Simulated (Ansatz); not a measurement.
C$_{2}$H$_{6}$FNS, SMILES `CSC(N)F`, relaxed with RKS PBE0-D4/def2-TZVP in Ansatz from a PBE-D4/def2-SVP geometry. The force threshold is 0.005 eV/Å; the program also tests the step.

Total charge 0; spin multiplicity 1.

Start:

```xyz
11

C    -1.524   -0.474    1.116
S    -0.328    0.862    0.805
C     0.792    0.008   -0.366
N     1.595    0.997   -0.961
F     0.025   -0.749   -1.288
H    -1.057   -1.326    1.651
H    -1.967   -0.823    0.166
H    -2.315   -0.042    1.758
H     1.425   -0.738    0.164
H     2.319    0.601   -1.569
H     1.034    1.684   -1.477
```

How much energy does the relaxation release, and in how many steps? (An estimate is asked.)

The calculation gave: 5.62 kJ/mol, in 6 steps.

Which bonds change most? (Estimate.)

The calculation gave: S2–C3 from 1.832 to 1.800 Å; C1–S2 from 1.820 to 1.797 Å; C3–H9 from 1.113 to 1.093 Å; C1–H6 from 1.109 to 1.091 Å.

Give the relaxed structure. (An estimate is asked.)

Ansatz gave: 
```xyz
11

C    -1.504   -0.481    1.115
S    -0.401    0.880    0.713
C     0.746    0.026   -0.380
N     1.602    0.981   -0.939
F     0.025   -0.700   -1.344
H    -0.970   -1.283    1.626
H    -1.992   -0.865    0.220
H    -2.258   -0.076    1.791
H     1.319   -0.727    0.168
H     2.334    0.566   -1.499
H     1.100    1.679   -1.471
```
